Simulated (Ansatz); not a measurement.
CH6Si (SMILES C[SiH3]) moved off its minimum; all values from Ansatz (a quantum-chemistry and plane-wave program), cores frozen in correlated methods.
(charge 0, multiplicity 1)
```xyz
8

Si    -0.4970     0.0896    -0.1000
C      1.3470    -0.0609     0.0088
H     -1.2616    -0.8484    -0.8952
H     -0.9240     1.4825    -0.3031
H     -1.2533    -0.2981     1.1956
H      1.5761    -1.1719     0.1895
H      1.6668     0.5246     0.8237
H      1.7540     0.0634    -1.0082
```

Question: Give the forces (eV/Å), the total energy and the dipole at CCSD(T)/cc-pV(T+d)Z.

Answer: 
```csv
atom,Fx,Fy,Fz
Si1,-1.586,-0.099,1.939
C2,-0.547,-3.316,-1.502
H3,0.140,-0.286,-1.106
H4,0.040,0.196,-0.372
H5,0.879,0.381,-0.340
H6,-0.263,1.471,0.198
H7,1.009,0.874,0.544
H8,0.328,0.780,0.639
```
Energy -330.6770 hartree, dipole 1.32 D.
